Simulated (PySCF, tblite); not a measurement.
# PN: protonation, part 1 of 3

Aim: compute the protonation of PN (`N#P`).

Programs: tblite 0.8.0 and PySCF 2.14.0, with routines of our own; each step states its level. All values are computed. Atoms count from 0.

## 1. The starting structure

2 atoms, charge 0, multiplicity 1; geometry from: start built from the parent or by distance geometry.

## 2. Optimising the geometry with GFN2-xTB

What the job is given:

```
{"job": {"kind": "relax", "xc": "GFN2-xTB", "basis": "xTB"}, "charge": 0, "multiplicity": 1}
N      0.758300    -0.006100    -0.005300
P     -0.752800     0.008700    -0.023000
```

The run is started by

```bash
$ OMP_NUM_THREADS=1 python redox_run.py task.json out
```

The driver reads the jobs from task.json and runs them one after another.

What it wrote:

```text
step      E/eV     max force
  0    -146.64800    3.950
  1    -146.57198    6.705
  2    -146.75384    0.954
  3    -146.75896    0.195
  4    -146.75917    0.008
```

It took 0.01 s on 1 thread of AMD EPYC 9R45, shared host.

Step by step: (the energy doesn't fall at every step)

```tsv
step	energy from step 0 (eV)	largest force (eV/Å)
0	0.0000	3.9505
1	0.0760	6.7048
2	-0.1058	0.9541
3	-0.1110	0.1950
4	-0.1112	0.0080
```

The bond:

```tsv
bond	before (Å)	after (Å)	change (Å)
N0–P1	1.511	1.458	-0.053
```

The next job starts from the end point, and lists it.

## 3. Infrared spectrum with GFN2-xTB

What the job is given:

```
{"job": {"kind": "ir", "xc": "GFN2-xTB", "basis": "xTB"}, "charge": 0, "multiplicity": 1}
N      0.731842    -0.005859    -0.005592
P     -0.726328     0.008395    -0.022705
```

What it wrote:

```text
mode    cm-1     km/mol
  1    1593.2     14.04
ZPE 9.530  H(298)-E 18.215  G(298)-E -44.591 kJ/mol  S 210.65 J/(mol K)
```

Run time: 0.03 s. Hardware: 1 thread of AMD EPYC 9R45, shared host.

The strongest bands and the atoms that carry them (share of the mass-weighted mode):

```tsv
cm⁻¹	km/mol	atoms
1593	14.0	N0 69 %, P1 31 %
```

## 4. Geometry optimisation at PBE0-D3(BJ)/def2-SVP

What the job is given:

```
{"job": {"xc": "PBE0", "basis": "def2-SVP", "d3": "d3bj", "grid": 1, "kind": "geom"}, "charge": 0, "multiplicity": 1}
N      0.731842    -0.005859    -0.005592
P     -0.726328     0.008395    -0.022705
```

What it wrote:

```text
step   0  E = -395.71149921  max force = 0.046585
step   1  E = -395.71277294  max force = 0.005238
step   2  E = -395.71279048  max force = 0.000421
step   3  E = -395.71279056  max force = 0.000004
optimisation converged
```

It took 0.49 s on 1 thread of AMD EPYC 9R45, shared host.

Step by step:

```tsv
step	energy from step 0 (eV)	largest force component (eV/Å)
0	0.0000	2.3955
1	-0.0347	0.2693
2	-0.0351	0.0216
3	-0.0351	0.0002
```

The bond:

```tsv
bond	before (Å)	after (Å)	change (Å)
N0–P1	1.458	1.489	+0.030
```

The next job starts from the end point, and lists it.

```tsv
at the end point	value
point group (found at 0.08 Å tolerance)	Cinfv
rotational constants (GHz, main isotopes)	23.649, 23.649
dipole moment (D)	2.54
```

## 5. Harmonic vibrations (PN): PBE0-D3(BJ)/def2-SVP

What the job is given:

```
{"job": {"xc": "PBE0", "basis": "def2-SVP", "d3": "d3bj", "grid": 2, "kind": "hessian"}, "charge": 0, "multiplicity": 1}
N      0.746975    -0.006133    -0.005339
P     -0.741470     0.008552    -0.022955
```

What it wrote:

```text
coarse grid: 2688 points
cycle   1  E = -395.5881970437  dE =  1.107e-01  |g| = 5.348e-01  |ddm| = 1.814e+00
cycle   2  E = -394.8813098375  dE =  7.069e-01  |g| = 1.585e+00  |ddm| = 1.829e+00
cycle   3  E = -395.6710923924  dE = -7.898e-01  |g| = 2.471e-02  |ddm| = 1.457e+00
cycle   4  E = -395.6712810995  dE = -1.887e-04  |g| = 1.044e-02  |ddm| = 4.939e-02
cycle   5  E = -395.6713103758  dE = -2.928e-05  |g| = 3.323e-03  |ddm| = 1.035e-02
cycle   6  E = -395.6713132017  dE = -2.826e-06  |g| = 8.933e-04  |ddm| = 2.966e-03
final grid: 22920 points
cycle   7  E = -395.7127834005  dE =  2.976e-06  |g| = 5.307e-03  |ddm| = 1.064e-02
cycle   8  E = -395.7127169328  dE =  6.647e-05  |g| = 1.694e-02  |ddm| = 1.588e-02
cycle   9  E = -395.7127904214  dE = -7.349e-05  |g| = 2.793e-04  |ddm| = 1.235e-02
cycle  10  E = -395.7127904443  dE = -2.298e-08  |g| = 1.611e-05  |ddm| = 2.991e-04
cycle  11  E = -395.7127904444  dE = -6.281e-11  |g| = 8.289e-06  |ddm| = 2.138e-05
converged SCF energy = -395.7127904444

mode    cm-1
  1    1431.4
ZPE 8.562  H(298)-E 17.255  G(298)-E -45.662 kJ/mol  S 211.02 J/(mol K)
```

Wall time 0.97 s (1 thread of AMD EPYC 9R45, shared host).

Zero-point energy 8.56 kJ/mol (xTB gave 9.53).

## 6. Single point (PN): wB97X-D3(BJ)/def2-TZVP

Geometry: PBE0-D3(BJ)/def2-SVP.

What the job is given:

```
{"job": {"kind": "sp", "xc": "wB97X", "basis": "def2-TZVP", "d3": "d3bj", "grid": 2}, "charge": 0, "multiplicity": 1}
N      0.746975    -0.006133    -0.005339
P     -0.741470     0.008552    -0.022955
```

What it wrote:

```text
coarse grid: 2688 points
cycle   1  E = -396.0648011666  dE = -3.627e-02  |g| = 4.329e-01  |ddm| = 1.434e+00
cycle   2  E = -395.9711533454  dE =  9.365e-02  |g| = 7.816e-01  |ddm| = 7.037e-01
cycle   3  E = -396.1140745938  dE = -1.429e-01  |g| = 2.801e-02  |ddm| = 4.187e-01
cycle   4  E = -396.1142544018  dE = -1.798e-04  |g| = 1.052e-02  |ddm| = 4.108e-02
cycle   5  E = -396.1142848601  dE = -3.046e-05  |g| = 1.752e-03  |ddm| = 1.034e-02
cycle   6  E = -396.1142867021  dE = -1.842e-06  |g| = 7.590e-04  |ddm| = 3.982e-03
final grid: 22920 points
cycle   7  E = -396.1130020488  dE = -6.962e-06  |g| = 9.468e-04  |ddm| = 1.034e-02
cycle   8  E = -396.1130020103  dE =  3.850e-08  |g| = 1.234e-03  |ddm| = 1.379e-03
cycle   9  E = -396.1130023439  dE = -3.335e-07  |g| = 2.387e-04  |ddm| = 7.356e-04
cycle  10  E = -396.1130023649  dE = -2.102e-08  |g| = 4.938e-05  |ddm| = 2.903e-04
cycle  11  E = -396.1130023662  dE = -1.356e-09  |g| = 1.987e-05  |ddm| = 9.542e-05
converged SCF energy = -396.1130023662
```

It took 0.25 s on 1 thread of AMD EPYC 9R45, shared host.

## 7. Optimising the geometry with GFN2-xTB

This step treats PNH+, `[NH+]#P`.

What the job is given:

```
{"job": {"kind": "relax", "xc": "GFN2-xTB", "basis": "xTB"}, "charge": 1, "multiplicity": 1}
N      0.763200    -0.012300    -0.010600
P     -0.752200     0.017200    -0.046000
H      1.799200     0.088500     0.017400
```

What it wrote:

```text
step      E/eV     max force
  0    -148.55953    4.749
  1    -148.53510    7.906
  2    -148.74250    1.140
  3    -148.75185    0.316
  4    -148.75321    0.166
  5    -148.75414    0.198
  6    -148.75642    0.263
  7    -148.75702    0.115
  8    -148.75709    0.025
  9    -148.75709    0.001
```

It took 0.02 s on 1 thread of AMD EPYC 9R45, shared host.

Relaxation path: (the energy doesn't fall at every step)

```tsv
step	energy from step 0 (eV)	largest force (eV/Å)
0	0.0000	4.7489
1	0.0244	7.9062
2	-0.1830	1.1398
3	-0.1923	0.3163
4	-0.1937	0.1658
5	-0.1946	0.1982
6	-0.1969	0.2631
7	-0.1975	0.1151
8	-0.1976	0.0250
9	-0.1976	0.0010
```

Close pairs (by a distance rule), those that changed most:

```tsv
bond	before (Å)	after (Å)	change (Å)
N0–P1	1.516	1.453	-0.063
N0–H2	1.041	1.002	-0.039
```

The final coordinates are the input of the step that follows.

## 8. Infrared spectrum with GFN2-xTB

What the job is given:

```
{"job": {"kind": "ir", "xc": "GFN2-xTB", "basis": "xTB"}, "charge": 1, "multiplicity": 1}
N      0.753646     0.034989    -0.009362
P     -0.698822    -0.001228    -0.045273
H      1.755400     0.059650     0.015396
```

What it wrote:

```text
mode    cm-1     km/mol
  1     626.5    141.37
  2     626.6    141.28
  3    1583.8     12.39
  4    3517.2    302.95
ZPE 38.005  H(298)-E 47.457  G(298)-E -16.869 kJ/mol  S 215.75 J/(mol K)
```

It took 0.03 s on 1 thread of AMD EPYC 9R45, shared host.

The strongest bands and the atoms that carry them (share of the mass-weighted mode):

```tsv
cm⁻¹	km/mol	atoms
626	141.4	H2 82 %, N0 17 %
627	141.3	H2 82 %, N0 17 %
1584	12.4	N0 61 %, P1 33 %
3517	302.9	H2 91 %
```

## 9. Optimising the geometry at PBE0-D3(BJ)/def2-SVP

This step treats PNH+, `[NH+]#P`.

What the job is given:

```
{"job": {"xc": "PBE0", "basis": "def2-SVP", "d3": "d3bj", "grid": 1, "kind": "geom"}, "charge": 1, "multiplicity": 1}
N      0.753646     0.034989    -0.009362
P     -0.698822    -0.001228    -0.045273
H      1.755400     0.059650     0.015396
```

What it wrote:

```text
step   0  E = -396.02979360  max force = 0.018711
step   1  E = -396.03032307  max force = 0.004396
step   2  E = -396.03033014  max force = 0.000258
optimisation converged
```

Wall time 0.43 s (1 thread of AMD EPYC 9R45, shared host).

The steps of the relaxation:

```tsv
step	energy from step 0 (eV)	largest force component (eV/Å)
0	0.0000	0.9622
1	-0.0144	0.2261
2	-0.0146	0.0133
```

Distances of close pairs at the start and the end, largest changes first:

```tsv
bond	before (Å)	after (Å)	change (Å)
N0–H2	1.002	1.023	+0.021
N0–P1	1.453	1.464	+0.011
```

The end geometry stands in the next job.

```tsv
at the end point	value
point group (found at 0.08 Å tolerance)	Cinfv
rotational constants (GHz, main isotopes)	20.423, 20.423
```

## 10. Harmonic vibrations (PNH+, [NH+]#P): PBE0-D3(BJ)/def2-SVP

What the job is given:

```
{"job": {"xc": "PBE0", "basis": "def2-SVP", "d3": "d3bj", "grid": 2, "kind": "hessian"}, "charge": 1, "multiplicity": 1}
N      0.750434     0.034777    -0.009437
P     -0.713034    -0.000502    -0.044598
H      1.772923     0.059268     0.014971
```

What it wrote:

```text
coarse grid: 3312 points
cycle   1  E = -395.9581907026  dE =  4.731e-01  |g| = 3.252e-01  |ddm| = 1.910e+00
cycle   2  E = -395.8091220470  dE =  1.491e-01  |g| = 8.317e-01  |ddm| = 1.001e+00
cycle   3  E = -395.9884062041  dE = -1.793e-01  |g| = 8.286e-02  |ddm| = 6.098e-01
cycle   4  E = -395.9899367335  dE = -1.531e-03  |g| = 9.761e-03  |ddm| = 6.797e-02
cycle   5  E = -395.9899668589  dE = -3.013e-05  |g| = 2.743e-03  |ddm| = 1.603e-02
cycle   6  E = -395.9899689730  dE = -2.114e-06  |g| = 4.079e-04  |ddm| = 2.637e-03
final grid: 28296 points
cycle   7  E = -396.0303181490  dE = -3.451e-08  |g| = 5.337e-03  |ddm| = 1.101e-02
cycle   8  E = -396.0302746648  dE =  4.348e-05  |g| = 1.427e-02  |ddm| = 1.259e-02
cycle   9  E = -396.0303249610  dE = -5.030e-05  |g| = 1.992e-04  |ddm| = 9.533e-03
cycle  10  E = -396.0303249743  dE = -1.329e-08  |g| = 4.918e-05  |ddm| = 2.512e-04
cycle  11  E = -396.0303249749  dE = -6.502e-10  |g| = 4.727e-06  |ddm| = 4.632e-05
cycle  12  E = -396.0303249750  dE = -4.718e-12  |g| = 9.288e-07  |ddm| = 3.689e-06
converged SCF energy = -396.0303249750

mode    cm-1
  1     728.2
  2     728.2
  3    1470.2
  4    3608.4
ZPE 39.089  H(298)-E 48.315  G(298)-E -15.730 kJ/mol  S 214.81 J/(mol K)
```

Run time: 1.6 s. Hardware: 1 thread of AMD EPYC 9R45, shared host.

Zero-point energy 39.09 kJ/mol (xTB gave 38.01).

## 11. Single point (PNH+, [NH+]#P): wB97X-D3(BJ)/def2-TZVP

Geometry: PBE0-D3(BJ)/def2-SVP.

What the job is given:

```
{"job": {"kind": "sp", "xc": "wB97X", "basis": "def2-TZVP", "d3": "d3bj", "grid": 2}, "charge": 1, "multiplicity": 1}
N      0.750434     0.034777    -0.009437
P     -0.713034    -0.000502    -0.044598
H      1.772923     0.059268     0.014971
```

What it wrote:

```text
coarse grid: 3312 points
cycle   1  E = -396.4081658271  dE =  3.947e-01  |g| = 2.914e-01  |ddm| = 1.460e+00
cycle   2  E = -396.4290127876  dE = -2.085e-02  |g| = 1.773e-01  |ddm| = 5.475e-01
cycle   3  E = -396.4324540754  dE = -3.441e-03  |g| = 9.866e-02  |ddm| = 1.481e-01
cycle   4  E = -396.4343504220  dE = -1.896e-03  |g| = 1.979e-02  |ddm| = 6.275e-02
cycle   5  E = -396.4344358792  dE = -8.546e-05  |g| = 2.219e-03  |ddm| = 1.714e-02
cycle   6  E = -396.4344377337  dE = -1.855e-06  |g| = 3.058e-04  |ddm| = 4.488e-03
final grid: 28296 points
cycle   7  E = -396.4322139255  dE = -9.755e-06  |g| = 1.326e-03  |ddm| = 1.374e-02
cycle   8  E = -396.4322137350  dE =  1.904e-07  |g| = 1.838e-03  |ddm| = 1.563e-03
cycle   9  E = -396.4322144160  dE = -6.810e-07  |g| = 1.318e-04  |ddm| = 8.803e-04
cycle  10  E = -396.4322144246  dE = -8.633e-09  |g| = 5.692e-05  |ddm| = 2.037e-04
converged SCF energy = -396.4322144246
```

Run time: 0.28 s. Hardware: 1 thread of AMD EPYC 9R45, shared host.

## 12. Single point (PN): wB97X-D3(BJ)/def2-TZVP in N,N-dimethylformamide

Geometry: PBE0-D3(BJ)/def2-SVP.

What the job is given:

```
{"job": {"kind": "sp", "xc": "wB97X", "basis": "def2-TZVP", "d3": "d3bj", "grid": 2, "solvent": "N,N-dimethylformamide"}, "charge": 0, "multiplicity": 1}
N      0.746975    -0.006133    -0.005339
P     -0.741470     0.008552    -0.022955
```

What it wrote:

```text
final grid: 22920 points
cycle   1  E = -396.1205883965  dE = -9.960e-04  |g| = 8.060e-02  |ddm| = 1.084e-01
cycle   2  E = -396.1191943457  dE =  1.394e-03  |g| = 1.138e-01  |ddm| = 1.173e-01
cycle   3  E = -396.1220245228  dE = -2.830e-03  |g| = 7.298e-03  |ddm| = 5.922e-02
cycle   4  E = -396.1220499176  dE = -2.539e-05  |g| = 9.869e-04  |ddm| = 2.150e-02
cycle   5  E = -396.1220502746  dE = -3.569e-07  |g| = 2.014e-04  |ddm| = 2.465e-03
cycle   6  E = -396.1220502870  dE = -1.247e-08  |g| = 3.747e-05  |ddm| = 3.767e-04
cycle   7  E = -396.1220502882  dE = -1.146e-09  |g| = 1.571e-05  |ddm| = 7.427e-05
converged SCF energy = -396.1220502882
```

Run time: 0.23 s. Hardware: 1 thread of AMD EPYC 9R45, shared host.

## 13. Single point (PNH+, [NH+]#P): wB97X-D3(BJ)/def2-TZVP in N,N-dimethylformamide

Geometry: PBE0-D3(BJ)/def2-SVP.

What the job is given:

```
{"job": {"kind": "sp", "xc": "wB97X", "basis": "def2-TZVP", "d3": "d3bj", "grid": 2, "solvent": "N,N-dimethylformamide"}, "charge": 1, "multiplicity": 1}
N      0.750434     0.034777    -0.009437
P     -0.713034    -0.000502    -0.044598
H      1.772923     0.059268     0.014971
```

What it wrote:

```text
final grid: 28296 points
cycle   1  E = -396.5430648030  dE = -8.330e-05  |g| = 1.155e-02  |ddm| = 4.651e-02
cycle   2  E = -396.5430498692  dE =  1.493e-05  |g| = 1.468e-02  |ddm| = 1.790e-02
cycle   3  E = -396.5430938445  dE = -4.398e-05  |g| = 9.993e-04  |ddm| = 6.917e-03
cycle   4  E = -396.5430942347  dE = -3.902e-07  |g| = 2.446e-04  |ddm| = 2.706e-03
cycle   5  E = -396.5430942498  dE = -1.514e-08  |g| = 7.293e-05  |ddm| = 3.949e-04
cycle   6  E = -396.5430942516  dE = -1.767e-09  |g| = 7.491e-06  |ddm| = 1.175e-04
converged SCF energy = -396.5430942516
```

Wall time 0.27 s (1 thread of AMD EPYC 9R45, shared host).

## 14. Optimising the geometry with GFN2-xTB

This step treats PNH+, `N#[PH+]`.

What the job is given:

```
{"job": {"kind": "relax", "xc": "GFN2-xTB", "basis": "xTB"}, "charge": 1, "multiplicity": 1}
N      0.763200    -0.012300    -0.010600
P     -0.752200     0.017200    -0.046000
H     -2.119200     0.108100    -0.063500
```

What it wrote:

```text
step      E/eV     max force
  0    -146.11527    5.442
  1    -145.92256   10.464
  2    -146.28171    1.498
  3    -146.29356    0.413
  4    -146.29494    0.136
  5    -146.29530    0.140
  6    -146.29604    0.077
  7    -146.29615    0.050
  8    -146.29625    0.030
  9    -146.29626    0.012
 10    -146.29627    0.001
```

Run time: 0.02 s. Hardware: 1 thread of AMD EPYC 9R45, shared host.

Relaxation path: (the energy doesn't fall at every step)

```tsv
step	energy from step 0 (eV)	largest force (eV/Å)
0	0.0000	5.4422
1	0.1927	10.4636
2	-0.1664	1.4977
3	-0.1783	0.4128
4	-0.1797	0.1364
5	-0.1800	0.1399
6	-0.1808	0.0774
7	-0.1809	0.0496
8	-0.1810	0.0300
9	-0.1810	0.0122
10	-0.1810	0.0010
```

Close pairs (by a distance rule), those that changed most:

```tsv
bond	before (Å)	after (Å)	change (Å)
N0–P1	1.516	1.451	-0.065
P1–H2	1.370	1.407	+0.037
```

The end geometry stands in the next job.

## 15. Harmonic vibrations with GFN2-xTB

What the job is given:

```
{"job": {"kind": "ir", "xc": "GFN2-xTB", "basis": "xTB"}, "charge": 1, "multiplicity": 1}
N      0.732167    -0.022484    -0.013763
P     -0.717355     0.038309    -0.040298
H     -2.123025     0.097195    -0.066045
```

What it wrote:

```text
mode    cm-1     km/mol
  1     629.7    103.98
  2     629.7    103.93
  3    1582.1      7.38
  4    2222.0     23.60
ZPE 30.286  H(298)-E 39.730  G(298)-E -24.520 kJ/mol  S 215.50 J/(mol K)
```

Run time: 0.03 s. Hardware: 1 thread of AMD EPYC 9R45, shared host.

Which atoms move in the most intense modes:

```tsv
cm⁻¹	km/mol	atoms
630	104.0	H2 84 %, P1 11 %
630	103.9	H2 84 %, P1 11 %
1582	7.4	N0 69 %, P1 27 %
2222	23.6	H2 94 %
```

## 16. Relaxing the molecule at PBE0-D3(BJ)/def2-SVP

This step treats PNH+, `N#[PH+]`.

What the job is given:

```
{"job": {"xc": "PBE0", "basis": "def2-SVP", "d3": "d3bj", "grid": 1, "kind": "geom"}, "charge": 1, "multiplicity": 1}
N      0.732167    -0.022484    -0.013763
P     -0.717355     0.038309    -0.040298
H     -2.123025     0.097195    -0.066045
```

What it wrote:

```text
step   0  E = -395.87812710  max force = 0.054597
step   1  E = -395.88029462  max force = 0.008586
step   2  E = -395.88033380  max force = 0.000303
step   3  E = -395.88033388  max force = 0.000015
optimisation converged
```

Run time: 0.55 s. Hardware: 1 thread of AMD EPYC 9R45, shared host.

The steps of the relaxation:

```tsv
step	energy from step 0 (eV)	largest force component (eV/Å)
0	0.0000	2.8075
1	-0.0590	0.4415
2	-0.0600	0.0156
3	-0.0600	0.0008
```

Distances of close pairs at the start and the end, largest changes first:

```tsv
bond	before (Å)	after (Å)	change (Å)
N0–P1	1.451	1.487	+0.036
P1–H2	1.407	1.442	+0.034
```

The end geometry stands in the next job.

```tsv
at the end point	value
point group (found at 0.08 Å tolerance)	Cinfv
rotational constants (GHz, main isotopes)	20.307, 20.307
```

## 17. Harmonic vibrations (PNH+, N#[PH+]): PBE0-D3(BJ)/def2-SVP

What the job is given:

```
{"job": {"xc": "PBE0", "basis": "def2-SVP", "d3": "d3bj", "grid": 2, "kind": "hessian"}, "charge": 1, "multiplicity": 1}
N      0.767079    -0.025769    -0.011468
P     -0.717879     0.037967    -0.040085
H     -2.157763     0.100648    -0.068474
```

What it wrote:

```text
coarse grid: 3312 points
cycle   1  E = -395.7270830039  dE =  5.807e-01  |g| = 5.664e-01  |ddm| = 2.002e+00
cycle   2  E = -394.3211928454  dE =  1.406e+00  |g| = 2.160e+00  |ddm| = 2.450e+00
cycle   3  E = -395.8369107511  dE = -1.516e+00  |g| = 7.723e-02  |ddm| = 1.984e+00
cycle   4  E = -395.8381195868  dE = -1.209e-03  |g| = 4.586e-02  |ddm| = 1.606e-01
cycle   5  E = -395.8386757096  dE = -5.561e-04  |g| = 1.206e-02  |ddm| = 3.896e-02
cycle   6  E = -395.8387124531  dE = -3.674e-05  |g| = 2.602e-03  |ddm| = 8.534e-03
cycle   7  E = -395.8387146833  dE = -2.230e-06  |g| = 3.717e-04  |ddm| = 2.395e-03
final grid: 28296 points
cycle   8  E = -395.8803197849  dE =  8.961e-06  |g| = 7.763e-03  |ddm| = 1.408e-02
cycle   9  E = -395.8801166987  dE =  2.031e-04  |g| = 2.936e-02  |ddm| = 2.635e-02
cycle  10  E = -395.8803344759  dE = -2.178e-04  |g| = 5.688e-04  |ddm| = 2.127e-02
cycle  11  E = -395.8803345825  dE = -1.066e-07  |g| = 2.991e-05  |ddm| = 5.869e-04
cycle  12  E = -395.8803345828  dE = -2.378e-10  |g| = 1.835e-05  |ddm| = 4.116e-05
cycle  13  E = -395.8803345829  dE = -9.436e-11  |g| = 1.331e-06  |ddm| = 2.043e-05
converged SCF energy = -395.8803345829

mode    cm-1
  1     151.8
  2     151.9
  3    1408.7
  4    2311.8
ZPE 24.070  H(298)-E 36.127  G(298)-E -33.778 kJ/mol  S 234.46 J/(mol K)
```

Wall time 1.6 s (1 thread of AMD EPYC 9R45, shared host).

Zero-point energy 24.07 kJ/mol (xTB gave 30.29).

## 18. Single point (PNH+, N#[PH+]): wB97X-D3(BJ)/def2-TZVP

Geometry: PBE0-D3(BJ)/def2-SVP.

What the job is given:

```
{"job": {"kind": "sp", "xc": "wB97X", "basis": "def2-TZVP", "d3": "d3bj", "grid": 2}, "charge": 1, "multiplicity": 1}
N      0.767079    -0.025769    -0.011468
P     -0.717879     0.037967    -0.040085
H     -2.157763     0.100648    -0.068474
```

What it wrote:

```text
coarse grid: 3312 points
cycle   1  E = -396.1902342367  dE =  4.677e-01  |g| = 5.135e-01  |ddm| = 1.653e+00
cycle   2  E = -396.0743918094  dE =  1.158e-01  |g| = 9.278e-01  |ddm| = 9.927e-01
cycle   3  E = -396.2763832460  dE = -2.020e-01  |g| = 1.224e-01  |ddm| = 5.951e-01
cycle   4  E = -396.2792932167  dE = -2.910e-03  |g| = 1.919e-02  |ddm| = 7.665e-02
cycle   5  E = -396.2794048998  dE = -1.117e-04  |g| = 3.752e-03  |ddm| = 2.382e-02
cycle   6  E = -396.2794123850  dE = -7.485e-06  |g| = 1.165e-03  |ddm| = 6.356e-03
final grid: 28296 points
cycle   7  E = -396.2779542193  dE = -9.188e-06  |g| = 9.126e-04  |ddm| = 1.096e-02
cycle   8  E = -396.2779546800  dE = -4.606e-07  |g| = 4.570e-04  |ddm| = 1.321e-03
cycle   9  E = -396.2779547299  dE = -4.992e-08  |g| = 5.907e-04  |ddm| = 5.984e-04
cycle  10  E = -396.2779548257  dE = -9.581e-08  |g| = 1.323e-04  |ddm| = 4.935e-04
cycle  11  E = -396.2779548406  dE = -1.491e-08  |g| = 6.097e-05  |ddm| = 2.586e-04
cycle  12  E = -396.2779548441  dE = -3.474e-09  |g| = 8.710e-06  |ddm| = 1.835e-04
converged SCF energy = -396.2779548441
```

It took 0.32 s on 1 thread of AMD EPYC 9R45, shared host.

## 19. Single point (PNH+, N#[PH+]): wB97X-D3(BJ)/def2-TZVP in N,N-dimethylformamide

Geometry: PBE0-D3(BJ)/def2-SVP.

What the job is given:

```
{"job": {"kind": "sp", "xc": "wB97X", "basis": "def2-TZVP", "d3": "d3bj", "grid": 2, "solvent": "N,N-dimethylformamide"}, "charge": 1, "multiplicity": 1}
N      0.767079    -0.025769    -0.011468
P     -0.717879     0.037967    -0.040085
H     -2.157763     0.100648    -0.068474
```

What it wrote:

```text
final grid: 28296 points
cycle   1  E = -396.4041865222  dE = -1.163e-03  |g| = 1.443e-01  |ddm| = 1.809e-01
cycle   2  E = -396.3969863502  dE =  7.200e-03  |g| = 2.285e-01  |ddm| = 2.012e-01
cycle   3  E = -396.4086615224  dE = -1.168e-02  |g| = 1.080e-02  |ddm| = 1.273e-01
cycle   4  E = -396.4087025008  dE = -4.098e-05  |g| = 1.398e-03  |ddm| = 2.135e-02
cycle   5  E = -396.4087033717  dE = -8.709e-07  |g| = 2.644e-04  |ddm| = 4.021e-03
cycle   6  E = -396.4087034276  dE = -5.594e-08  |g| = 8.597e-05  |ddm| = 9.266e-04
cycle   7  E = -396.4087034392  dE = -1.160e-08  |g| = 3.017e-05  |ddm| = 3.747e-04
cycle   8  E = -396.4087034400  dE = -7.789e-10  |g| = 7.292e-06  |ddm| = 6.699e-05
converged SCF energy = -396.4087034400
```

Wall time 0.32 s (1 thread of AMD EPYC 9R45, shared host).

(Continued in part 2 of 3.)
